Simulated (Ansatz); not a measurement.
Basis-set extrapolation for `CSC(C)(F)F` (PBE0-D4/def2-TZVP geometry, frozen core, the Gaussian-basis code of Ansatz). Multiplicity 1, RHF reference.

|  | def2-TZVPP | def2-QZVPP |
| --- | --- | --- |
| HF | -713.650638 | -713.675963 |
| MP2 correlation | -1.188620 | -1.286667 |
| CCSD(T) correlation | -1.278482 | not run |

Energies in hartree. Use E(X) = E(∞) + A·exp(−7.88·√X) for Hartree–Fock and E(X) = E(∞) + B·X^(−2.97) for correlation, with X = 3 and 4, and add CCSD(T) minus MP2 of the smaller set to the MP2 limit.

**Question.** What is the CCSD(T) energy at the basis-set limit?

**Answer.** HF limit: -713.675963 + (-0.025325) × 0.13774 = -713.67945. MP2 limit: -1.286667 + (-0.098047) × 0.74074 = -1.35929. Higher-order term: -1.278482 − (-1.188620) = -0.08986. Total: -715.12860 hartree, 523.7 kJ/mol below CCSD(T)/def2-TZVPP.
